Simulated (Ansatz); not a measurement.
A made-up structure of SiH$_{3}$O (charge -1), closed shell:

O1  (-1.480, 0.278, 0.717)
Si2  (-0.092, 0.017, 0.045)
H3  (-0.091, -0.250, -1.463)
H4  (0.713, -1.181, 0.556)
H5  (-2.163, 0.352, 1.402)
(Å)

It is relaxed with PBE-D4/def2-SVPD and then PBE0-D4/def2-TZVPD (Ansatz 0.2.0). Atoms count as bonded within 1.22 times the sum of their covalent radii (H–H: 0.88 Å). The end point is not checked to be a true minimum.

(1) Does its bonding change? (A judgement: the text doesn't fix the answer.)

Results:

(1) Computed: No: no bond forms or breaks.

Where it ends: The first stage lowers the energy by 1.69 eV in 14 steps. It ends as SiH₃O ([OH][SiH2]), total charge -1:
O1  (-1.398, 0.612, 0.849)
Si2  (0.123, 0.295, 0.033)
H3  (-0.409, -0.467, -1.224)
H4  (0.516, -1.049, 0.727)
H5  (-1.943, -0.175, 0.873)
(Å)

Labels in which every atom is bracketed show which atoms are joined, not bond orders.

For scale, one of the runs: PBE0-D4/def2-TZVPD relaxation, 110 basis functions, launched by `ansatz run in.yaml --threads 2 --pin off --events-out ev --progress --plain --max-ram 4352MiB`. Hardware: 2 CPU threads of an Intel Xeon 6975P-C, shared host. Wall time about 4.4 s.
